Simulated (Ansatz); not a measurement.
hcp Re

Computed with PBEsol (plane waves, PAW; Ansatz, a first-principles code).

Run with plane-wave cutoff 500 eV, 30×30×16 k mesh (along the axes of the cell as run), Fermi–Dirac smearing 0.1 eV, no spin polarisation, scalar-relativistic PAW data made under PBE.

Cell: relaxed at this level.

For hcp Re, the volume per atom comes out as 14.56 Å³/atom and the equilibrium lattice constant a is 2.752 Å. The lattice parameter c comes out as 4.440 Å.

Measured, for comparison: lattice constant a 2.761 Å, lattice parameter c 4.458 Å (293 K, no zero-point or thermal correction; as tabulated in Wikipedia's data pages). Computed (rounded) less measured: lattice constant a -0.3 %, lattice parameter c -0.4 %. A static lattice is as a rule a little smaller and stiffer than an uncorrected measurement, which narrows the difference in the lattice constant a, lattice parameter c and would widen misses of the other sign.

Spin–orbit coupling is not included.

The computed numbers hold no vibrational or temperature effects.
